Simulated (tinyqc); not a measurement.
Inside a calculation. Method: Pariser-Parr-Pople SCF with singles CI, for the molecule O=Cc1c[cH+]1 (SMILES; centres numbered as the heavy atoms are written). Computed by tinyqc, a small Python program that keeps every step. Settings: charge = 1, gamma = Ohno, start = huckel, damping = 0.5, iteration cap = 56, excitations kept = 6. Command: `OMP_NUM_THREADS=1 python tinyqc.py 22379 22380 out.jsonl` (the two numbers bound the seeds that draw the settings). One thread of a shared host (Intel(R) Xeon(R) Processor @ 2.60GHz), about 0.01 s of CPU time with the checks. Later iterations appear only in the table of the cycle.

## PPP integrals

Centres (angstrom, eV; a flat drawing with bonds scaled to 1.40 angstrom):

| centre | x | y | core charge z | W | gamma_rr |
|---|---|---|---|---|---|
| 1O | -2.084000 | 0.387000 | 1 | 19.640000 | 14.090000 |
| 2C | -1.065000 | -0.573000 | 1 | 11.930000 | 11.760000 |
| 3C | 0.276000 | -0.170000 | 1 | 11.930000 | 11.760000 |
| 4C | 1.638000 | -0.492000 | 1 | 11.930000 | 11.760000 |
| 5C | 1.236000 | 0.849000 | 1 | 11.930000 | 11.760000 |

Resonance integrals (eV):

| i | j | beta |
|---|---|---|
| 1 | 2 | -2.370000 |
| 2 | 3 | -2.390000 |
| 3 | 4 | -2.390000 |
| 4 | 5 | -2.390000 |
| 5 | 3 | -2.390000 |

Ohno: gamma = 14.399645/sqrt(R^2 + a^2), a = 2 x 14.399645/(gamma_rr + gamma_ss); H_rr = -W_r - sum_(s != r) z_s gamma_rs; H_rs = beta for bonds.

repulsion gamma_rs (eV), lower triangle:
```
           1O         2C         3C         4C         5C
1O  14.090000
2C   8.048184  11.760000
3C   5.396097   7.741307  11.760000
4C   3.614953   4.850793   7.743503  11.760000
5C   4.076579   4.849716   7.742122   7.742208  11.760000
```

core matrix H (eV), lower triangle:
```
            1O          2C          3C          4C          5C
1O  -40.775813
2C   -2.370000  -37.420000
3C    0.000000   -2.390000  -40.553029
4C    0.000000    0.000000   -2.390000  -35.881456
5C    0.000000    0.000000   -2.390000   -2.390000  -36.340626
```

## Starting guess

pi electrons, sum of z_r less the charge = 4

Orbitals of the Hueckel matrix of the beta values.

P at the start, lower triangle:
```
           1O         2C        3C        4C        5C
1O   0.846214
2C   0.905191   1.035177
3C   0.187382   0.414969  0.729429
4C  -0.246847  -0.059967  0.599783  0.694590
5C  -0.246847  -0.059967  0.599783  0.694590  0.694590
```

## Iteration 1: Fock matrix

F_rr = H_rr + P_rr gamma_rr / 2 + sum_(s != r) P_ss gamma_rs; F_rs = H_rs - P_rs gamma_rs / 2; E = tr P (H + F) / 2 + core repulsion sum_(r<s) z_r z_s gamma_rs.

F (eV), lower triangle:
```
            1O          2C          3C          4C          5C
1O  -17.204407
2C   -6.012572  -12.138062
3C   -0.505565   -3.996202  -12.927951
4C    0.446171    0.145445   -4.712212  -12.690820
5C    0.503146    0.145413   -4.711798   -5.078829  -12.761476
```

pi energy = -66.095690 eV

## Iteration 1: orbitals and new P

Diagonalise F (the basis is taken as orthonormal) and form P = 2 sum c c over the lowest orbitals; 0.5 of the old P is kept.

orbital energies (eV): -23.314561  -21.085059  -10.184750  -7.647398  -5.490950

P after iteration 1, lower triangle:
```
           1O         2C        3C        4C        5C
1O   1.076162
2C   0.897397   0.845424
3C   0.175330   0.355554  0.718599
4C  -0.226754  -0.011963  0.615547  0.677776
5C  -0.230119  -0.013808  0.616786  0.679895  0.682039
```

## Iteration 2: Fock matrix

As before.

F (eV), lower triangle:
```
            1O          2C          3C          4C          5C
1O  -17.281982
2C   -5.981208  -11.629417
3C   -0.473049   -3.766226  -13.447115
4C    0.409853    0.029015   -4.773246  -13.059920
5C    0.469049    0.033482   -4.777617   -5.021945  -13.032145
```

pi energy = -66.830449 eV

## Iteration 2: orbitals and new P

As before.

orbital energies (eV): -23.600433  -21.024347  -10.103553  -8.023662  -5.698584

P after iteration 2, lower triangle:
```
           1O        2C        3C        4C        5C
1O   1.216512
2C   0.887100  0.728570
3C   0.165221  0.316872  0.719049
4C  -0.211798  0.014547  0.628277  0.666835
5C  -0.216375  0.011648  0.628151  0.667922  0.669034
```

## Iteration 3: Fock matrix

As before.

F (eV), lower triangle:
```
            1O          2C          3C          4C          5C
1O  -17.323815
2C   -5.939772  -11.299613
3C   -0.445775   -3.616503  -13.777139
4C    0.382820   -0.035282   -4.822533  -13.280932
5C    0.441036   -0.028245   -4.821610   -4.975594  -13.184400
```

pi energy = -67.280383 eV

## Iteration 3: orbitals and new P

As before.

orbital energies (eV): -23.792898  -20.946407  -10.078856  -8.256008  -5.791729

P after iteration 3, lower triangle:
```
           1O        2C        3C        4C        5C
1O   1.302876
2C   0.877250  0.656144
3C   0.156893  0.291497  0.724078
4C  -0.200857  0.029205  0.638129  0.659494
5C  -0.205616  0.025710  0.635730  0.658434  0.657408
```

## Convergence

Stop when output and input P, before any damping, agree to 1e-7.

Course of the cycle:

| iteration | E (eV) | largest \|P(out) - P(in)\| |
|---|---|---|
| 1 | -66.09568995 | 4.60e-01 |
| 2 | -66.83044905 | 2.81e-01 |
| 3 | -67.28038306 | 1.73e-01 |
| 4 | -67.54009941 | 1.07e-01 |
| 5 | -67.68513615 | 6.78e-02 |
| 6 | -67.76449925 | 4.33e-02 |
| 7 | -67.80734499 | 2.80e-02 |
| 8 | -67.83025749 | 1.83e-02 |
| 9 | -67.84242415 | 1.21e-02 |
| 10 | -67.84884936 | 8.09e-03 |
| 11 | -67.85222755 | 5.44e-03 |
| ... | ... | ... |
| 32 | -67.85592110 | 2.51e-06 |
| 33 | -67.85592110 | 1.75e-06 |
| 34 | -67.85592110 | 1.23e-06 |
| 35 | -67.85592110 | 8.62e-07 |
| 36 | -67.85592110 | 6.04e-07 |
| 37 | -67.85592110 | 4.23e-07 |
| 38 | -67.85592110 | 2.97e-07 |
| 39 | -67.85592110 | 2.08e-07 |
| 40 | -67.85592110 | 1.46e-07 |
| 41 | -67.85592110 | 1.02e-07 |
| 42 | -67.85592110 | 7.18e-08 |

Converged in 42 iterations.

## Converged orbitals

Charges are z - P_rr.

orbital energies (eV): -24.127169  -20.664627  -10.073679  -8.677207  -5.865754

coefficients:
```
         MO1        MO2        MO3        MO4        MO5
1O  0.182936   0.832781  -0.380832   0.016748  -0.357346
2C  0.237629   0.455798   0.396647  -0.016405   0.760383
3C  0.612938  -0.056688   0.622638  -0.018730  -0.482768
4C  0.522608  -0.219308  -0.421004  -0.686756   0.172936
5C  0.511132  -0.217747  -0.364301   0.726268   0.176493
```

pi charges: 1O -0.453980, 2C 0.471561, 3C 0.242188, 4C 0.357571, 5C 0.382660

## Singles CI, singlets

Over the 6 single excitations with the smallest orbital gaps: A = (e_a - e_i) delta + 2 (ia|jb) - (ij|ab), with (pq|rs) = sum c_mp c_mq gamma_mn c_nr c_ns. f = 2/3 w |mu|^2 in atomic units, mu = sqrt2 sum c_ia sum_m c_mi c_ma R_m.

singlet CI matrix (eV), lower triangle:
```
           2>3       2>4        1>3        2>5        1>4        1>5
2>3   5.718905
2>4   0.150126  7.726893
1>3   0.126657  0.039686   8.328260
2>5  -0.222086  0.017629   0.165736   8.676552
1>4  -0.078921  0.455182  -0.031540  -0.109002   9.076046
1>5  -0.539137  0.025679   0.522045  -0.431933  -0.048888  12.005953
```

singlet excitation energies (eV): 5.622452  7.597190  8.187765  8.725761  9.235520  12.163922

oscillator strengths: 0.579480  0.179074  0.219459  0.153704  0.403861  0.001319

## Singles CI, triplets

Over the 6 single excitations with the smallest orbital gaps: A = (e_a - e_i) delta - (ij|ab), with (pq|rs) = sum c_mp c_mq gamma_mn c_nr c_ns.

triplet CI matrix (eV), lower triangle:
```
           2>3       2>4        1>3        2>5        1>4        1>5
2>3   3.732113
2>4   0.176434  7.343985
1>3   0.153144  0.070644   6.116700
2>5  -1.701664  0.038799  -0.945848   6.655288
1>4   0.070644  1.356445  -0.037505   0.032897   6.929957
1>5  -0.945848  0.032897   1.304397  -0.708027  -0.048939  11.244101
```

triplet excitation energies (eV): 2.782842  5.437355  5.771012  7.747576  8.517306  11.766054
